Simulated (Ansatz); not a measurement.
# BeH2Mg: the cost of one run

Computed with Ansatz 0.2.0, Gaussian basis. Level: def2-QZVPP, all electrons in the functionals, frozen cores in the correlation of double hybrids and RPA.

To be run: wB97M-V, B2PLYP, at charge 0, triplet; charge 0, singlet; charge 0, quintet; charge 1, doublet; charge 1, quartet.

2 further runs of the same task are left out: 2 set aside as unsound or not needed.

**1. What is computed**

The geometry is a PBE0/def2-TZVP stationary point (not a proven minimum).

4 atoms, charge 0, spin multiplicity 3.

Atoms are counted from 1 here; the program's logs count them from 0.

Bond lengths: Be1–H3 1.420 Å, Mg2–H3 2.008 Å, Mg2–H4 1.710 Å. Angles: H3–Mg2–H4 132.1°, Be1–H3–Mg2 95.7°.

No dispersion term is added; wB97M-V holds VV10 nonlocal correlation.

The geometry shown and the zero of energy belong to the point charge 0, triplet. The yardstick, UCCSD(T), and other wave-function levels (R restricted, U unrestricted, valence and pair active spaces) come from earlier runs.

**2. wB97M-V, charge 0, triplet**

File in.yaml:

```yaml
crystal:
  periodic: [false, false, false]
  atoms:
    - {symbol: Be, position_ang: [0.000000, -0.064014, 1.914191]}
    - {symbol: Mg, position_ang: [0.000000, -0.036767, -0.656886]}
    - {symbol: H, position_ang: [0.000000, 1.049072, 1.031751]}
    - {symbol: H, position_ang: [0.000000, 0.409865, -2.307047]}
basis:
  gaussian: {orbitals: "def2-QZVPP.json"}
magnetization: {spin_polarized: true, initial_magnetization: 2}
hamiltonian: {xc: {name: wB97M-V}}
output: {orbitals: {seedname: orbitals}}
```

Started as:

```sh
$ ansatz run in.yaml --threads 1 --pin off --events-out ev --progress --plain --max-ram 2393MiB
```

What time and memory should one allow on 1 thread of Arm Neoverse V2, shared host?

About 18 s, with a peak of 0.39 GiB.
